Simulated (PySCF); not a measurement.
`C#CF`, C2HF

Molfile (atoms numbered from 1):
```
C2HF
     RDKit          3D

  4  3  0  0  0  0  0  0  0  0999 V2000
   -0.6161   -0.0297    0.0187 C   0  0  0  0  0  0  0  0  0  0  0  0
    0.5143   -0.0300   -0.3945 C   0  0  0  0  0  0  0  0  0  0  0  0
    1.7072   -0.0303   -0.8306 F   0  0  0  0  0  0  0  0  0  0  0  0
   -1.6236   -0.0294    0.3872 H   0  0  0  0  0  0  0  0  0  0  0  0
  1  2  3  0
  2  3  1  0
  1  4  1  0
M  END
```

Computed, not measured: GIAO B3LYP/aug-pcSseg-1 magnetisability, rotational g tensor and spin-rotation constants, non-relativistic, gas phase in PySCF 2.14.0. Geometry: PBE0-D3(BJ)/def2-SVP.

Problem. What are the magnetisability and the molar susceptibility?

Solution. Isotropic -444 × 10⁻³⁰ J/T², or -26.8 × 10⁻⁶ cm³/mol; principal values -508, -413, -413 × 10⁻³⁰ J/T², anisotropy 95 × 10⁻³⁰ J/T² (root of half the summed squared differences of the principal values). The susceptibility is in cgs units.

Problem. Split it along the inertial axes a, b, c into diamagnetic and paramagnetic parts about the centre of mass, with the quadrupole moment.

Solution. 
```csv
axis,χ (10⁻⁶ cm³/mol),diamagnetic (10⁻⁶ cm³/mol),paramagnetic (10⁻⁶ cm³/mol),summed x² of all electrons (Å²),quadrupole Θ (D Å)
a,-30.6,-30.6,0.0,31.1,+4.31
b,-24.9,-147.1,122.3,3.6,-2.16
c,-24.9,-147.1,122.3,3.6,-2.16
```
Anisotropies 2χaa − χbb − χcc = -11.5 and 2χbb − χaa − χcc = +5.7 × 10⁻⁶ cm³/mol. Θ is traceless in Buckingham's convention.

Problem. And the rotational g tensor?

Solution. 
```tsv
axis	rotational constant (GHz)	g	nuclear part	electronic part
b	9.7166	-0.0088	0.5493	-0.5581
c	9.7166	-0.0088	0.5493	-0.5581
```
Linear; isotopes 12C, 19F, 1H; no vibrational averaging.
